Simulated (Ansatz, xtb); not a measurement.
## CH3FNO: 5 structures ranked

5 gas-phase structures of CH3FNO, found in a search over its isomers (lower ones may exist). Each was relaxed with GFN2-xTB; where two conformers were screened, the lower at r2SCAN-D4/def2-SVP is listed:

A. `N[C@H]([O])F`, a doublet
B. `[NH][C@H](O)F`, a doublet
C. `O[N]CF`, a doublet
D. `N[C](O)F`, a doublet
E. `[O]NCF`, a doublet

Problem. Which do you expect lowest at r2SCAN-D4/def2-SVP, and how would the others follow?

Solution. Calculated order at r2SCAN-D4/def2-SVP: D (0.0), A (4.1), B (10.2), E (24.2), C (33.5) kcal/mol.

Energies above the lowest of each column, in kcal/mol; the last columns are at PBE0-D3(BJ)/def2-SVP geometries and were run for some of them only (a dash: not run or not comparable):

```json
{"structure": "D", "GFN2-xTB": "0.0", "HF/STO-3G": "2.8", "r2SCAN-D4/def2-SVP": "0.0", "PBE0-D3(BJ)/def2-SVP": "0.0", "CCSD(T)/def2-SVP + ΔMP2/def2-TZVPP": "0.0"}
{"structure": "A", "GFN2-xTB": "14.7", "HF/STO-3G": "0.0", "r2SCAN-D4/def2-SVP": "4.1", "PBE0-D3(BJ)/def2-SVP": "7.0", "CCSD(T)/def2-SVP + ΔMP2/def2-TZVPP": "9.0"}
{"structure": "B", "GFN2-xTB": "11.9", "HF/STO-3G": "9.9", "r2SCAN-D4/def2-SVP": "10.2", "PBE0-D3(BJ)/def2-SVP": "9.3", "CCSD(T)/def2-SVP + ΔMP2/def2-TZVPP": "6.7"}
{"structure": "E", "GFN2-xTB": "24.3", "HF/STO-3G": "2.6", "r2SCAN-D4/def2-SVP": "24.2", "PBE0-D3(BJ)/def2-SVP": "–", "CCSD(T)/def2-SVP + ΔMP2/def2-TZVPP": "–"}
{"structure": "C", "GFN2-xTB": "26.3", "HF/STO-3G": "5.7", "r2SCAN-D4/def2-SVP": "33.5", "PBE0-D3(BJ)/def2-SVP": "–", "CCSD(T)/def2-SVP + ΔMP2/def2-TZVPP": "–"}
```

CCSD(T)/def2-SVP + ΔMP2/def2-TZVPP puts D lowest of those it was run on; HF/STO-3G picks A. CCSD(T)/def2-SVP + ΔMP2/def2-TZVPP orders those it was run on as D (0.0), B (6.7), A (9.0) kcal/mol. Some further structures that were screened fall inside this span and aren't listed. Flexible structures stand in one conformer each, not always the lowest. Frequencies (PBE0-D3(BJ)/def2-SVP) were run for A, B, D alone. Open shells are spin-unrestricted. ΔMP2 is the change of the MP2 energy from the smaller to the larger basis.

Over these structures GFN2-xTB departs from r2SCAN-D4/def2-SVP by 4.1 kcal/mol on average once a common shift is removed. A GFN2-xTB relaxation took about 0.05 s and the r2SCAN-D4/def2-SVP energy about 2.9 s on a shared host (Ansatz 0.2.0, xtb 6.7.1).
